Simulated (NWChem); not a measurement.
System: BCl3; SMILES ClB(Cl)Cl

Here is an NWChem input.

```
start job
memory heap 200 mb stack 900 mb global 1100 mb
geometry units angstroms noautoz
  B      0.000000     0.000000     0.000000
  Cl     0.876170     1.505687     0.000000
  Cl     0.865878    -1.511629     0.000000
  Cl    -1.742048     0.005942     0.000000
end
basis spherical
  * library 6-31g*
end
dft
  xc b3lyp
  iterations 150
  mulliken
end
task dft energy
```

The geometry was optimised at PBE0/def2-SVP.

Task: Predict the main results of this run. (B3LYP/6-31G* (spherical d).) Quantities: basis functions; energy (Ha); highest occupied level (eV); orbital gap (eV).

Result: 
```
Quantity                       Result
---------------------------  --------
number of basis functions          68
energy (Ha)                  -1405.55
highest occupied level (eV)     -8.76
orbital gap (eV)                 6.95
```
